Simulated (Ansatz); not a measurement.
Worked example: correlation energy of SiN⁺, quintet

Geometry: that of the SiN⁺, triplet, kept fixed. The triplet lies 2.5 eV lower here.

```xyz
2

Si    0.0000    0.0000    0.0000
N     0.0000    0.0000    1.7854
```

Basis cc-pVDZ; Ansatz 0.2.0. Only valence electrons are correlated (noble-gas cores frozen), which leaves 8 electrons in 26 orbitals. Prefix R: restricted or restricted open-shell reference; prefix U: unrestricted.

Full CI isn't at hand for all of this; UCCSDT(Q) serves as the reference, and is uncertain by about the last step of the cluster series.

Runs differ by some tens of microhartree through their thresholds and, for an open shell, their frozen cores, so steps under 0.03 kcal/mol mean nothing.

```csv
level,total energy (hartree)
UHF,-342.912263
UMP2,-343.036225
UCCSD,-343.069589
UCCSD(T),-343.073670
UCCSDT,-343.074785
UCCSDT(Q),-343.075060
```

What is the correlation energy at UCCSDT(Q), and what share of it do UMP2 and UCCSDT recover?

E(corr) = -343.075060 − (-342.912263) = -0.162797 hartree = -4.430 eV. UMP2: -0.123962 / -0.162797 = 76.15 %. UCCSDT: -0.162522 / -0.162797 = 99.83 %.

By how many kcal/mol does UCCSD(T) miss UCCSDT(Q) (1 hartree = 627.509 kcal/mol), and which steps make up the rest?

-343.073670 − (-343.075060) = 0.001390 hartree = 0.87 kcal/mol. Steps: UCCSDT − UCCSD(T) = -0.70, UCCSDT(Q) − UCCSDT = -0.17 kcal/mol. Differences between like states or geometries often cancel part of this.
